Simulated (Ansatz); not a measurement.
Molecule: vinyl chloride, C2H3Cl (charge 0, singlet). 
Structure (B3LYP-D3(BJ)/def2-TZVP (Ansatz, a quantum-chemistry and plane-wave program) minimum search):
```
C
C 1 1.3205
H 1 1.0805 2 123.94
H 2 1.0811 1 122.25 3 180.00
H 2 1.0820 4 118.23 1 180.00
Cl 1 1.7376 3 112.62 2 180.00
```

Basis-set convergence of Hartree-Fock and CCSD correlation energies (hartree) with Ansatz. Cores are frozen in the correlated levels unless marked. No spin-orbit coupling. No relativistic terms.

```csv
basis,functions,E(HF),"E(corr, CCSD)"
aug-cc-pV(D+d)Z,105,-536.97015,-0.46364
aug-cc-pV(T+d)Z,216,[?],[?]
```

Fill in the missing entries.


- aug-cc-pV(T+d)Z, E(HF): -537.00367
- aug-cc-pV(T+d)Z, E(corr, CCSD): -0.55734
